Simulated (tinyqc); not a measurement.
Extended Hueckel theory, for LiF+, step by step. The parameters take no account of the charge, which enters only through the electron count. One step of it, computed by the program tinyqc.

Question. Wolfsberg-Helmholz matrix. H_ij = K' S_ij (H_ii + H_jj)/2 for i != j (the diagonal keeps H_ii), with K' = K + D^2 + D^4 (1 - K), D = (H_ii - H_jj)/(H_ii + H_jj), K = 1.5.

overlap S:
```
            1Li 2s   1Li 2px   1Li 2py    1Li 2pz     2F 2s    2F 2px    2F 2py     2F 2pz
1Li 2s    1.000000  0.000000  0.000000   0.000000  0.303878  0.000000  0.000000  -0.062439
1Li 2px   0.000000  1.000000  0.000000   0.000000  0.000000  0.169428  0.000000   0.000000
1Li 2py   0.000000  0.000000  1.000000   0.000000  0.000000  0.000000  0.169428   0.000000
1Li 2pz   0.000000  0.000000  0.000000   1.000000  0.435818  0.000000  0.000000  -0.041204
2F 2s     0.303878  0.000000  0.000000   0.435818  1.000000  0.000000  0.000000   0.000000
2F 2px    0.000000  0.169428  0.000000   0.000000  0.000000  1.000000  0.000000   0.000000
2F 2py    0.000000  0.000000  0.169428   0.000000  0.000000  0.000000  1.000000   0.000000
2F 2pz   -0.062439  0.000000  0.000000  -0.041204  0.000000  0.000000  0.000000   1.000000
```

diagonal H_ii (eV): 1Li 2s -5.400000, 1Li 2px -3.500000, 1Li 2py -3.500000, 1Li 2pz -3.500000, 2F 2s -40.000000, 2F 2px -18.100000, 2F 2py -18.100000, 2F 2pz -18.100000

K = 1.500000

Give: H.

Answer.

H (eV):
```
           1Li 2s  1Li 2px  1Li 2py   1Li 2pz     2F 2s    2F 2px    2F 2py    2F 2pz
1Li 2s    -5.4000   0.0000   0.0000    0.0000  -13.1900    0.0000    0.0000    1.2835
1Li 2px    0.0000  -3.5000   0.0000    0.0000    0.0000   -3.3898    0.0000    0.0000
1Li 2py    0.0000   0.0000  -3.5000    0.0000    0.0000    0.0000   -3.3898    0.0000
1Li 2pz    0.0000   0.0000   0.0000   -3.5000  -18.5430    0.0000    0.0000    0.8244
2F 2s    -13.1900   0.0000   0.0000  -18.5430  -40.0000    0.0000    0.0000    0.0000
2F 2px     0.0000  -3.3898   0.0000    0.0000    0.0000  -18.1000    0.0000    0.0000
2F 2py     0.0000   0.0000  -3.3898    0.0000    0.0000    0.0000  -18.1000    0.0000
2F 2pz     1.2835   0.0000   0.0000    0.8244    0.0000    0.0000    0.0000  -18.1000
```
